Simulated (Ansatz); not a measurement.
# SiCl (quartet): RPA-PBE over vertical spin and charge gaps, cc-pVDZ

Aim: run SiCl (quartet) with these functionals over vertical spin and charge gaps, and hold them against the top wave-function level at the same points.

Method: cc-pVDZ, all electrons in the functionals, frozen cores in the correlation of double hybrids and RPA; program: Ansatz 0.2.0, Gaussian basis.

Plan: RPA-PBE, at charge 0, quartet; charge 0, doublet; charge 0, sextet; charge 1, triplet; charge 1, quintet.

10 further runs of the same task are left out: 3 for a known fault of the program, 2 that didn't finish, 5 set aside as unsound or not needed.

## (1) What is computed

The geometry is a PBE0/def2-TZVP stationary point (not a proven minimum).

2 atoms, charge 0, spin multiplicity 4.

Atoms are counted from 1 here; the program's logs count them from 0.

Bond lengths: Si1–Cl2 2.058 Å.

No dispersion term is added.

The geometry shown and the zero of energy belong to the point charge 0, quartet. The yardstick, UCCSDTQ, and other wave-function levels (R restricted, U unrestricted, valence and pair active spaces) come from earlier runs.

## (2) RPA-PBE, charge 0, quartet

Contents of in.yaml:

```yaml
crystal:
  periodic: [false, false, false]
  atoms:
    - {symbol: Si, position_ang: [0.000000, 0.000000, 0.000000]}
    - {symbol: Cl, position_ang: [0.000000, 0.000000, 2.057900]}
basis:
  gaussian: {orbitals: cc-pVDZ}
magnetization: {spin_polarized: true, initial_magnetization: 3}
hamiltonian: {xc: {name: PBE}}
correlation: {method: rpa, electrons: outside_noble_gas}
```

On the command line:

```console
$ ansatz run in.yaml --threads 1 --pin off --events-out ev --progress --plain --max-ram 4096MiB --backend cpu
```

The runs that follow: RPA-PBE, charge 0, doublet; RPA-PBE, charge 0, sextet; RPA-PBE, charge 1, triplet; RPA-PBE, charge 1, quintet.

Before running them: what should the planned runs give, taken together? Wanted: quartet to doublet, UCCSDTQ; quartet to sextet, UCCSDTQ; ionisation to the triplet cation, UCCSDTQ; ionisation to the quintet cation, UCCSDTQ; largest miss, RPA-PBE.

The runs gave:

```
                                 quantity                              value
              quartet to doublet, UCCSDTQ                      -281.6 kJ/mol
               quartet to sextet, UCCSDTQ                       735.3 kJ/mol
ionisation to the triplet cation, UCCSDTQ                       768.2 kJ/mol
ionisation to the quintet cation, UCCSDTQ                      1176.3 kJ/mol
                    largest miss, RPA-PBE  -19.2 kJ/mol (quartet to doublet)
```

RPA-PBE strays by up to 19.2 kJ/mol, at quartet to doublet. Functionals and the yardstick converge differently with the basis, so part of each miss in cc-pVDZ is the basis.
